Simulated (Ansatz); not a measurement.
**BH6NSi (SMILES B[SiH2]N): single points off equilibrium**

A test off equilibrium: a structure displaced at random from a GFN2-xTB minimum is computed at several levels, and each is set against CCSD(T).

Method: single points in def2-TZVPP; program: Ansatz 0.2.0, Gaussian basis.

Cores are frozen in the correlated methods. B3LYP uses VWN-RPA correlation.

### Step 1. The starting structure

SMILES `B[SiH2]N`, 9 atoms, charge 0, spin multiplicity 1.

Atoms are counted from 1 here; the program's logs count them from 0.

Bond lengths: B1–Si2 1.954 Å, B1–H4 1.164 Å, B1–H5 1.096 Å, Si2–N3 1.734 Å, Si2–H6 1.492 Å, Si2–H7 1.462 Å, N3–H8 1.075 Å, N3–H9 0.976 Å. Angles: Si2–B1–H4 121.7°, Si2–B1–H5 121.8°, H4–B1–H5 116.5°, B1–Si2–N3 110.0°, B1–Si2–H6 110.8°, B1–Si2–H7 115.5°, N3–Si2–H6 113.7°, N3–Si2–H7 101.3°, H6–Si2–H7 105.2°, Si2–N3–H8 116.4°, Si2–N3–H9 118.3°, H8–N3–H9 107.2°.

Coordinates:

```
B    -1.0367    0.7735   -0.9814
Si    0.5757    0.2652   -0.0012
N     0.3205   -1.2402    0.8215
H    -2.0716    0.2957   -0.7471
H    -1.0173    1.5366   -1.7680
H     1.0211    1.3713    0.8950
H     1.7401   -0.0527   -0.8253
H     1.1247   -1.5866    1.4452
H    -0.5062   -1.3575    1.3263
```

### Step 2. CCSD(T)/def2-TZVPP

run/in.yaml reads:

```yaml
crystal:
  periodic: [false, false, false]
  atoms:
    - {symbol: B, position_ang: [-1.036700, 0.773500, -0.981400]}
    - {symbol: Si, position_ang: [0.575700, 0.265200, -0.001200]}
    - {symbol: N, position_ang: [0.320500, -1.240200, 0.821500]}
    - {symbol: H, position_ang: [-2.071600, 0.295700, -0.747100]}
    - {symbol: H, position_ang: [-1.017300, 1.536600, -1.768000]}
    - {symbol: H, position_ang: [1.021100, 1.371300, 0.895000]}
    - {symbol: H, position_ang: [1.740100, -0.052700, -0.825300]}
    - {symbol: H, position_ang: [1.124700, -1.586600, 1.445200]}
    - {symbol: H, position_ang: [-0.506200, -1.357500, 1.326300]}
basis:
  gaussian: {orbitals: def2-TZVPP}
correlation: {method: ccsd_t}
output: {forces: true}
```

No record of the launch command was kept for these runs.

### Step 3. PBE0-D4/def2-TZVPP

run/in.yaml, as its differences from that of step 2:

```diff
@@ -14,3 +14,3 @@
   gaussian: {orbitals: def2-TZVPP}
-correlation: {method: ccsd_t}
-output: {forces: true}
+hamiltonian: {xc: pbe0, dispersion: d4}
+output: {forces: true, orbitals: {seedname: orbitals}}
```

### Step 4. wB97M-V/def2-TZVPP

run/in.yaml, as its differences from that of step 3:

```diff
@@ -14,3 +14,3 @@
   gaussian: {orbitals: def2-TZVPP}
-hamiltonian: {xc: pbe0, dispersion: d4}
-output: {forces: true, orbitals: {seedname: orbitals}}
+hamiltonian: {xc: {name: wB97M-V}}
+output: {forces: true}
```

### Step 5. r2SCAN-D4/def2-TZVPP

run/in.yaml, as its differences from that of step 4:

```diff
@@ -14,3 +14,3 @@
   gaussian: {orbitals: def2-TZVPP}
-hamiltonian: {xc: {name: wB97M-V}}
+hamiltonian: {xc: r2scan, dispersion: d4}
 output: {forces: true}
```

### Step 6. PBE-D4/def2-TZVPP

run/in.yaml, as its differences from that of step 5:

```diff
@@ -14,3 +14,3 @@
   gaussian: {orbitals: def2-TZVPP}
-hamiltonian: {xc: r2scan, dispersion: d4}
+hamiltonian: {xc: pbe, dispersion: d4}
 output: {forces: true}
```

### Step 7. B3LYP-D4/def2-TZVPP

run/in.yaml, as its differences from that of step 6:

```diff
@@ -14,3 +14,3 @@
   gaussian: {orbitals: def2-TZVPP}
-hamiltonian: {xc: pbe, dispersion: d4}
+hamiltonian: {xc: {name: B3LYP}, dispersion: d4}
 output: {forces: true}
```

### Step 8. revPBE-D4/def2-TZVPP

run/in.yaml, as its differences from that of step 7:

```diff
@@ -14,3 +14,3 @@
   gaussian: {orbitals: def2-TZVPP}
-hamiltonian: {xc: {name: B3LYP}, dispersion: d4}
+hamiltonian: {xc: {name: revPBE}, dispersion: d4}
 output: {forces: true}
```

(Steps that only read results are left out.)

What does the calculation give? Wanted: energy less free atoms, CCSD(T)/def2-TZVPP; RMS force component; RMS force error; HOMO and LUMO, PBE0-D4; T1 diagnostic.

**Answer**, as computed:

| quantity | value |
| --- | --- |
| energy less free atoms, CCSD(T)/def2-TZVPP | -2739.9 kJ/mol |
| RMS force component | 1.090 to 1.140 eV/Å over the methods |
| RMS force error | PBE0-D4 0.095, wB97M-V 0.067, r2SCAN-D4 0.101, PBE-D4 0.186, B3LYP-D4 0.065, revPBE-D4 0.180 eV/Å |
| HOMO and LUMO, PBE0-D4 | -7.26 and -2.40 eV |
| T1 diagnostic | 0.011 |

Against CCSD(T) the functionals' energies less atoms differ by -101.5 to -34.0 kJ/mol, PBE-D4 by -87.3 kJ/mol. The reference is not at the basis limit: in triple zeta CCSD(T) underbinds, which counts against methods that bind more; the gaps are no ranking. On forces the order runs from B3LYP-D4 to PBE-D4. Frozen-core CCSD(T) forces in triple zeta carry basis errors of their own, and this is one geometry, so small gaps rank nothing.
